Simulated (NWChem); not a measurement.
chloromethane (CH₃Cl) in NWChem

```xyz
5

C      1.1279    -0.0568     0.0000
Cl    -0.6610     0.0333     0.0000
H      1.4635    -0.5967     0.9046
H      1.4635    -0.5967    -0.9046
H      1.5423     0.9682     0.0000
```
Charge 0, spin multiplicity 1.

All runs are NWChem calculations. Structure: optimised with PBE/def2-SVP, a minimum by its harmonic frequencies.

Symmetry labels belong to the abelian group Cs used in the runs, with the axes of the coordinates shown; states degenerate in a higher group split over its labels.

List the lowest 4 singlet excitations that TDA-PBE0/aug-cc-pVDZ gives, with oscillator strengths.


| state | symmetry | energy (eV) | wavelength (nm) | f |
|---|---|---|---|---|
| 1 | a" | 7.05 | 176 | 0.002 |
| 2 | a' | 7.05 | 176 | 0.002 |
| 3 | a" | 7.52 | 165 | 0.017 |
| 4 | a' | 7.52 | 165 | 0.017 |
